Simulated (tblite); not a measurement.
Compound: H4O2Si.
Bonds: O1–Si2, Si2–O3. Hydrogens: H4 on O1; H5, H6 on Si2; H7 on O3.

Computed with GFN2-xTB (tblite), gas phase: Langevin dynamics at 300 K from the optimised GFN2-xTB geometry, time step 0.5 fs, friction 0.01 fs⁻¹, 2000 steps.

Start geometry:
```
atom  x, y, z in Å
O1      1.060   -0.734   -0.160
Si2    -0.069    0.427    0.054
O3     -1.492   -0.314   -0.150
H4      1.986   -0.522   -0.103
H5      0.019    1.451   -0.978
H6      0.034    0.963    1.409
H7     -1.534   -1.266   -0.101
```

The statistics below take the 31 frames saved every 25 fs from 250 to 1000 fs; their kinetic temperature (all 3N coordinates) averages 326 K.

Problem. How do the bond lengths spread?

Solution. 
| bond | start (Å) | mean (Å) | standard deviation (Å) | shortest (Å) | longest (Å) |
| --- | --- | --- | --- | --- | --- |
| O1–Si2 | 1.634 | 1.637 | 0.025 | 1.578 | 1.679 |
| Si2–O3 | 1.617 | 1.625 | 0.030 | 1.572 | 1.699 |
| O1–H4 | 0.951 | 0.954 | 0.013 | 0.933 | 0.981 |
| Si2–H5 | 1.456 | 1.464 | 0.036 | 1.400 | 1.545 |
| Si2–H6 | 1.461 | 1.463 | 0.040 | 1.390 | 1.553 |
| O3–H7 | 0.954 | 0.958 | 0.035 | 0.903 | 1.020 |

Problem. Give the same statistics for bond angles, one of each kind.

Solution. 
```tsv
angle	start (°)	mean (°)	standard deviation (°)	smallest (°)	largest (°)
Si2–O1–H4	120.5	122.1	6.9	106.6	136.8
O1–Si2–O3	105.5	107.4	7.5	94.6	123.6
O1–Si2–H5	111.4	108.3	5.4	93.1	116.2
O1–Si2–H6	109.4	110.6	7.7	98.4	128.8
O3–Si2–H5	106.7	108.1	7.3	93.8	122.7
H5–Si2–H6	113.2	114.1	4.8	105.1	124.5
```

The run is classical and short, so these are rough statistics of one trajectory.

What follows is the cost of the whole dynamics run. On an Arm Neoverse V2 with one thread, no GPU (shared host), this took 3.4 s of wall time and 0.18 GiB of memory at its peak.
